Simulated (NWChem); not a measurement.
Species: BCl$_{3}$ anion, doublet; SMILES of the neutral closed-shell parent ClB(Cl)Cl

```xyz
4

B      0.0000     0.0000     0.4545
Cl     1.7331    -0.4644    -0.0805
Cl    -1.2687    -1.2687    -0.0805
Cl    -0.4644     1.7331    -0.0805
```
Atoms are numbered in this order, from 1.

Level: B3LYP/def2-SVPD, spin-unrestricted (NWChem), optimised geometry, unscaled harmonic frequencies. The spin multiplicity was typed, not searched, and may not be the lowest. The highest occupied level is positive, so the extra electron may be held by the finite basis. B3LYP is NWChem's, with the RPA form of VWN correlation.

Q: List the harmonic frequencies with IR intensities, and the thermochemistry.

A: 
| frequency (cm⁻¹) | IR intensity (km/mol) |
|---|---|
| 212 | 0.9 |
| 212 | 0.9 |
| 311 | 0.4 |
| 493 | 0.1 |
| 653 | 244.1 |
| 653 | 244.2 |

```yaml
zero_point_energy: 3.6 kcal/mol
thermal correction to the enthalpy at 298.15 K (with zero-point energy): 7.2 kcal/mol
heat capacity Cv: 14.4 cal/(mol K)
```

Rigid rotor and harmonic oscillator.
